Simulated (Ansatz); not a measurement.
# C₃H₈O₂S: up Jacob's ladder to CCSD(T)

An exercise on one series of results from a longer session: the logs are not shown, and one member is left open.

Computed with Ansatz 0.2.0, Gaussian basis. Level: functionals in def2-TZVPP, the program's frozen cores in correlated methods.

Levels to be run: PBE-D4, r2SCAN-D4, PBE0-D4, B3LYP-D4, ωB97X-V, ωB97M-V, B2PLYP; CCSD(T)/def2-TZVPP; MP2/def2-QZVPP; extrapolation to the limit.

**Structure used throughout**

The geometry comes from an earlier relaxation with PBE0-D4 in a triple-zeta def2 set; it is a stationary point, not always the lowest conformer.

SMILES `CCS(C)(=O)=O`, 14 atoms, charge 0, spin multiplicity 1.

Atoms are counted from 1 here; the program's logs count them from 0.

Bond lengths: C1–C2 1.514 Å, C1–H7 1.092 Å, C1–H8 1.092 Å, C1–H9 1.090 Å, C2–S3 1.782 Å, C2–H10 1.094 Å, C2–H11 1.092 Å, S3–C4 1.772 Å, S3–O5 1.438 Å, S3–O6 1.438 Å, C4–H12 1.089 Å, C4–H13 1.089 Å, C4–H14 1.090 Å. Angles: C2–C1–H7 109.9°, C2–C1–H8 111.9°, C2–C1–H9 110.6°, H7–C1–H8 107.5°, H7–C1–H9 108.4°, H8–C1–H9 108.5°, C1–C2–S3 114.2°, C1–C2–H10 111.9°, C1–C2–H11 113.4°, S3–C2–H10 102.3°, S3–C2–H11 106.6°, H10–C2–H11 107.6°, C2–S3–C4 104.7°, C2–S3–O5 107.4°, C2–S3–O6 108.2°, C4–S3–O5 107.7°, C4–S3–O6 107.7°, O5–S3–O6 120.1° and more.

Set-up of the first run:

in.yaml

```yaml
crystal:
  periodic: [false, false, false]
  atoms:
    - {symbol: C, position_ang: [0.041528, -0.825224, 1.522730]}
    - {symbol: C, position_ang: [0.956085, -0.091369, 0.565422]}
    - {symbol: S, position_ang: [0.118399, 1.050739, -0.515167]}
    - {symbol: C, position_ang: [-0.895866, 0.029799, -1.548806]}
    - {symbol: O, position_ang: [1.116145, 1.663032, -1.349593]}
    - {symbol: O, position_ang: [-0.753783, 1.868510, 0.284677]}
    - {symbol: H, position_ang: [0.634754, -1.406502, 2.231049]}
    - {symbol: H, position_ang: [-0.620312, -1.519667, 1.001632]}
    - {symbol: H, position_ang: [-0.571309, -0.119314, 2.084121]}
    - {symbol: H, position_ang: [1.659989, 0.559700, 1.091901]}
    - {symbol: H, position_ang: [1.538290, -0.757461, -0.075110]}
    - {symbol: H, position_ang: [-1.635611, -0.492937, -0.944946]}
    - {symbol: H, position_ang: [-0.268336, -0.663156, -2.107602]}
    - {symbol: H, position_ang: [-1.393871, 0.717449, -2.232910]}
basis:
  gaussian: {orbitals: def2-TZVPP}
hamiltonian: {xc: pbe, dispersion: d4}
output: {forces: true, orbitals: {seedname: orbitals}}
```

Run with:

```console
$ ansatz run in.yaml --threads 2 --pin off --events-out ev --progress --plain --max-ram 32768MiB --backend cuda --devices 0, --max-vram 18GiB
```

Among the steps run: PBE-D4 (GGA); r2SCAN-D4 (meta-GGA); PBE0-D4 (hybrid); B3LYP-D4 (hybrid); ωB97X-V (range-separated); ωB97M-V (range-separated); B2PLYP (double hybrid); CCSD(T) in def2-TZVPP; MP2 in def2-QZVPP.

One of the session's tables, all rows but one given; the rest of the session is left out.

| method | atomisation energy (kcal/mol) |
| --- | --- |
| PBE-D4 | 1300.1 |
| r2SCAN-D4 | 1273.9 |
| PBE0-D4 | 1270.5 |
| B3LYP-D4 | ? |
| ωB97X-V | 1267.0 |
| ωB97M-V | 1267.5 |
| B2PLYP | 1248.2 |
| HF/def2-TZVPP | 884.1 |
| MP2/def2-TZVPP | 1256.9 |
| CCSD/def2-TZVPP | 1205.3 |
| CCSD(T)/def2-TZVPP | 1227.6 |
| MP2/CBS | 1295.7 |
| CCSD(T)/CBS | 1266.4 |

Q: Estimate the row for B3LYP-D4 from the others.

**Answer.** atomisation energy (kcal/mol): 1260.4. In the column «atomisation energy (kcal/mol)» it lies between MP2/def2-TZVPP (1256.9) and CCSD(T)/CBS (1266.4).

To keep in mind: Free atoms (3 C, 1 S, 2 O, 8 H) were run apart at each level; the atomisation energy is their sum less the molecule, without zero-point or spin-orbit terms.
